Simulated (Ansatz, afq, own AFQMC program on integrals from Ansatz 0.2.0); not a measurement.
## Where AFQMC and coupled cluster stand for BH, singlet

| atom | x (Å) | y (Å) | z (Å) |
| --- | --- | --- | --- |
| B | 0.0000 | 0.0000 | 0.0000 |
| H | 0.0000 | 0.0000 | 1.2410 |

Basis cc-pVTZ. Noble-gas cores (and the filled d shells of Ga–Kr and In–Xe) are frozen. AFQMC by an in-house program on the Cholesky factors that Ansatz 0.2.0 writes for its CCSD(T) run. ph-AFQMC/CISD is guided by a CISD state made of CCSD amplitudes; releasing the constraint for a short imaginary time cuts its bias at the price of noise, slowly where states lie close. Free AFQMC starts from the CCSD state and is never constrained. Its projection time is finite, and what remains of the start isn't in its error. Error bars are statistical, one sigma.

Determinant: RHF, the one that the program's search chose, which needn't be the lowest solution. The geometry is a PBE0/def2-TZVP stationary point of this or a neighbouring charge and spin state.

Full CI on the same integrals is exact in this basis and with this determinant's frozen core.

Cautions: restricted determinant unstable towards unrestricted (UHF 176 meV lower, ⟨S²⟩ 0.48).

* T1 diagnostic: 0.0135
* weight of the determinant in the CISD state: 0.913
* size of the correlated space: 4 electrons in 43 orbitals

Reference: full CI, correlation energy -2.756 eV. The released energy is read at 2.40 1/Eh (meV from the phaseless value at times in 1/Eh: -2.6 ± 1.3 at 0.24, -3.9 ± 1.3 at 0.51, -6.4 ± 1.0 at 0.99, -8.4 ± 1.1 at 1.62, -5.8 ± 1.2 at 2.40).

```json
{"level": "HF", "E − E(reference) (kJ/mol)": "265.9", "share of correlation (%)": "0.00"}
{"level": "MP2", "E − E(reference) (kJ/mol)": "72.8", "share of correlation (%)": "72.61"}
{"level": "CCSD", "E − E(reference) (kJ/mol)": "6.7", "share of correlation (%)": "97.47"}
{"level": "CCSD(T)", "E − E(reference) (kJ/mol)": "1.4", "share of correlation (%)": "99.48"}
{"level": "CCSDT", "E − E(reference) (kJ/mol)": "0.2", "share of correlation (%)": "99.92"}
{"level": "CCSDT(Q)", "E − E(reference) (kJ/mol)": "0.1", "share of correlation (%)": "99.98"}
{"level": "ph-AFQMC/HF", "E − E(reference) (kJ/mol)": "-1.0 ± 1.5", "share of correlation (%)": "100.36"}
{"level": "ph-AFQMC/CISD", "E − E(reference) (kJ/mol)": "0.7 ± 0.2", "share of correlation (%)": "99.73"}
{"level": "released AFQMC", "E − E(reference) (kJ/mol)": "0.1 ± 0.1", "share of correlation (%)": "99.94"}
{"level": "free AFQMC", "E − E(reference) (kJ/mol)": "0.0 ± 0.1", "share of correlation (%)": "100.01"}
```

CCSDT and higher add their correlation energy to the determinant of the CCSD(T) run, since their own runs factorise the integrals more tightly (a shift of under 2 meV). Free projections are given only where their last times agree within the noise and don't stop above the reference; a slow remainder of the start can still hide under it. A walk keeps the symmetry of its determinant, which the program's search chose and which needn't be the lowest solution, so a lower state of the same spin and another symmetry isn't excluded. Released energies are given only where the last usable release times agree within the noise; a slower fall can still hide under it.
